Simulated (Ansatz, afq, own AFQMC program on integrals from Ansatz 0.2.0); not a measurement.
AFQMC, coupled cluster and functionals along a coordinate of AlH₃ + Br, doublet

```xyz
5

Al   -2.6048    0.0000    0.0000
H    -3.3978    1.3734    0.0000
H    -3.3978   -1.3734    0.0000
H    -1.0190    0.0000    0.0000
Br    0.9782    0.0000    0.0000
```

A hydrogen atom is moved from one rigid fragment to the other; the Al1–H4 distance tells how far. The two fragments are held close together, so this isn't a minimum-energy path and the start is a compressed complex. Energies in eV count from this geometry (1.586 Å) at the same level; the start stands on UHF, each point on the determinant named.

Basis cc-pVTZ. Noble-gas cores (and the filled d shells of Ga–Kr and In–Xe) are frozen. Integrals, coupled cluster, full CI and functionals: Ansatz 0.2.0; the random walks run on the same integrals in our own AFQMC program. The CISD trial takes its coefficients from CCSD amplitudes. Released means that phaseless walkers are propagated on without the constraint, phases kept. Uncertainties: one standard error, sampling alone. No spin–orbit coupling.

Cautions, each for one point or more: inner d shell frozen; no relativity below Rb; no spin-orbit coupling.

| r(Al1–H4) / Å | det. | T1 | weight | ⟨S²⟩ | PBE0 | r2SCAN | CCSD(T) |
| --- | --- | --- | --- | --- | --- | --- | --- |
| 1.719 | UHF | 0.015 | 0.86 | 0.77 | -0.083 | -0.089 | -0.027 |
| 1.786 | UHF | 0.015 | 0.86 | 0.78 | -0.095 | -0.103 | -0.016 |
| 1.853 | UHF | 0.015 | 0.86 | 0.78 | -0.102 | -0.113 | -0.006 |
| 1.920 | UHF | 0.014 | 0.86 | 0.78 | -0.110 | -0.123 | -0.004 |
| 2.053 | UHF | 0.013 | 0.87 | 0.77 | -0.110 | -0.122 | -0.011 |

Task: Estimate the curve of phaseless AFQMC with a CISD trial, counted from the same start.

Result: 
| r(Al1–H4) / Å | det. | T1 | weight | ⟨S²⟩ | ph-AFQMC/CISD | released AFQMC |
| --- | --- | --- | --- | --- | --- | --- |
| 1.719 | UHF | 0.015 | 0.86 | 0.77 | -0.039 ± 0.007 | – |
| 1.786 | UHF | 0.015 | 0.86 | 0.78 | -0.039 ± 0.007 | -0.015 ± 0.011 |
| 1.853 | UHF | 0.015 | 0.86 | 0.78 | -0.019 ± 0.007 | -0.013 ± 0.011 |
| 1.920 | UHF | 0.014 | 0.86 | 0.78 | -0.020 ± 0.007 | -0.014 ± 0.012 |
| 2.053 | UHF | 0.013 | 0.87 | 0.77 | -0.025 ± 0.007 | 0.005 ± 0.012 |

Weight is that of the determinant in the CISD state; at the start T1 is 0.014 and the weight 0.87, and ⟨S²⟩ is 0.77. A dash marks a missing value, a released energy that hasn't settled or a functional that sits on another state. Largest departures from phaseless AFQMC with a CISD trial: CCSD(T) 0.023 eV at 1.786 (on UHF), released AFQMC 0.030 eV at 2.053 (on UHF), PBE0 -0.089 eV at 1.920, r2SCAN -0.102 eV at 1.920. The walk's constraint bias lies outside its error bars, so these are departures and not errors. Functionals count only at points shown to share the start's state and spin.

A walk keeps the symmetry of its determinant, which the program's search chose and which needn't be the lowest solution, so a lower state of the same spin and another symmetry isn't excluded. Released energies are given only where the last usable release times agree within the noise; a slower fall can still hide under it.
